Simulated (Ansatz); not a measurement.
A calculation with Ansatz (development build ahead of 0.2.0).

```yaml
crystal:
  periodic: [false, false, false]
  atoms:
    - { symbol: C, position_ang: [0.04716, -0.03705, -0.00188] }
    - { symbol: F, position_ang: [0.95266, 0.95511, 0.90861] }
    - { symbol: F, position_ang: [0.8938, -0.92018, -0.85487] }
    - { symbol: F, position_ang: [-0.87857, 0.89311, -0.95816] }
    - { symbol: F, position_ang: [-0.93525, -0.88521, 0.95995] }
basis:
  gaussian: { orbitals: def2-SVP }
hamiltonian:
  xc: hf
```

The input is written out in the form of the current development build from the run's settings.

Output:

- Converged: yes
- Total energy: -435.04343 hartree
- Spin squared of the determinant: 0.000

Caution: stretched shape with no unrestricted run beside it, a lower state can exist.
